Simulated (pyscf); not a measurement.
**Substitution at Si: AsH (SMILES [AsH]) [triplet] + H₃Si–SiH₃ (SMILES [SiH3][SiH3]) → H₃Si–AsH• (SMILES [SiH3][AsH]) + SiH₃• (SMILES [SiH3])**

Gas phase, triplet surface, charge 0. Bonds broken: Si3–Si4. Bonds formed: As1–Si3. Optimised with ωB97X-D3(BJ)/def2-SVP in PySCF.

Transition state (Å):

```xyz
10

As     1.8684    -0.5094     1.6291
H      1.3451     0.5549     2.5906
Si    -0.0995    -0.1729     0.1489
Si    -2.1462     0.2449    -1.2956
H     -1.1010    -0.5438     1.1982
H      0.1910     1.2734    -0.1065
H      0.2894    -1.1858    -0.8766
H     -1.7040     0.6994    -2.6477
H     -2.9822     1.3010    -0.6509
H     -2.9271    -1.0226    -1.4129
```

One imaginary mode, 465i cm⁻¹; descent along it reached the two sides named.

```
bond     change  reactant side (Å)  saddle  product side
-------  ------  -----------------  ------  ------------
Si3–Si4  breaks              2.338   2.540           3.4
As1–Si3   forms                3.6   2.485         2.357
```

Electronic energies relative to the separated reactants (kJ/mol):

```
level                   barrier  reaction energy  reverse barrier
----------------------  -------  ---------------  ---------------
ωB97X-D3(BJ)/def2-TZVP     61.5            +57.9              3.6
PBE/def2-TZVP              40.7            +50.0             -9.3
r²SCAN/def2-TZVP           48.3            +48.6             -0.3
B3LYP-D3(BJ)/def2-TZVP     60.9            +55.2              5.7
PBE0-D3(BJ)/def2-TZVP      52.4            +56.0             -3.6
M06-2X/def2-TZVP           80.7            +64.1             16.6
ωB97M-D3(BJ)/def2-TZVP     83.2            +66.6             16.6
HF/def2-TZVP              169.4            +78.6             90.8
```

With ωB97M-D3(BJ)/def2-TZVP energies and thermal terms (ideal gas, 1 atm, RRHO with modes under 100 cm⁻¹ raised to 100, one conformer, R ln 2 for rigid chiral ones), in kJ/mol:

```
T (K)   ΔH‡    ΔG‡     ΔH     ΔG
-----  ----  -----  -----  -----
298    81.6  115.0  +64.1  +55.4
600    83.4  148.1  +63.4  +46.8
900    85.1  180.1  +62.4  +38.8
1200   86.7  211.5  +61.3  +31.1
```

At PBE, PBE0-D3(BJ) this geometry lies under the product side: in single points on another level's saddle the reverse barrier vanishes, and the forward threshold there is about the reaction energy. H₃Si–AsH• + SiH₃• also meet on a surface of lower spin, which isn't treated here. One saddle was located; it need not be the lowest between these sides. The angle at the attacked Si is 178°. Elements up to Kr have no core potential and no relativistic terms here.
